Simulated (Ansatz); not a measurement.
**TlBi₂ (P6/mmm)**

Method: DFT r2SCAN, scalar-relativistic, plane waves, PAW (Ansatz).

Cutoff 500 eV; k points 12×12×12 on the computed 3-atom cell (Γ-centred); Gaussian smearing, width 0.10 eV; no spin polarisation.

The structure is relaxed at this level of theory with its symmetry kept. Whether it is the stable form of this composition wasn't checked.

The structure is hexagonal, space group P6/mmm (No. 191). The conventional cell has a = 5.709 Å, b = 5.709 Å, c = 3.398 Å, α = 90.00°, β = 90.00°, γ = 120.00°. Around Tl (site symmetry 6/mmm) lie 2 Tl at 3.40 Å and 12 Bi at 3.71 Å. Bi (site symmetry -6m2) has 5 Bi at 3.30 to 3.40 Å and 6 Tl at 3.71 Å as nearest neighbours.

| Item | Value |
| --- | --- |
| Volume per atom | 31.98 Å³ |
| Formation energy from the elements' standard states (uncorrected) | +0.026 eV/atom |
| Generalised Kohn–Sham band gap | none (metal) |
| Density of states at the Fermi level | 1.47 states/eV per cell |
| Löwdin character within 0.5 eV of the Fermi level | Bi 6p 66 %, Tl 6p 23 % |
| Bulk modulus | 44 GPa |
| Its pressure derivative | 5.0 |
| Bader charges (e) | Tl (1 in the cell) 0.15, Bi (2 in the cell) -0.07 |

Spin-orbit coupling is left out, which matters for the bands of heavy elements.